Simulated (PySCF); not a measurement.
# Cost of excited-state runs on Nitrosomethane, CH3NO

Geometry:
```tsv
atom	x (Å)	y (Å)	z (Å)
C1	-0.422	-0.011	-0.096
N2	0.905	-0.514	0.323
O3	1.762	0.325	0.339
H4	-1.118	-0.249	0.711
H5	-0.720	-0.600	-0.966
H6	-0.399	1.057	-0.315
```

PySCF with density fitting, on 1 thread of an Arm Neoverse V1, shared host. Command: `OMP_NUM_THREADS=1 python excited_run.py task.json out`

How long does each of these runs take, and how much memory?
- vibronic structure, B3LYP/def2-TZVP; Tamm-Dancoff; with frequencies; grid level 1
- excited-state relaxation, B3LYP/def2-TZVP; state S1; TDA; with frequencies; grid level 1
- excited-state relaxation, B3LYP/def2-TZVP; state T1; UKS; with frequencies; grid level 1


```tsv
run	level	basis functions	wall time	peak memory (GiB)
vibronic structure	B3LYP/def2-TZVP	111	4.1 s	0.46
excited-state relaxation	B3LYP/def2-TZVP	111	3.2 min	0.46
excited-state relaxation	B3LYP/def2-TZVP	111	100 s	0.45
```
Times from a shared host are rough.
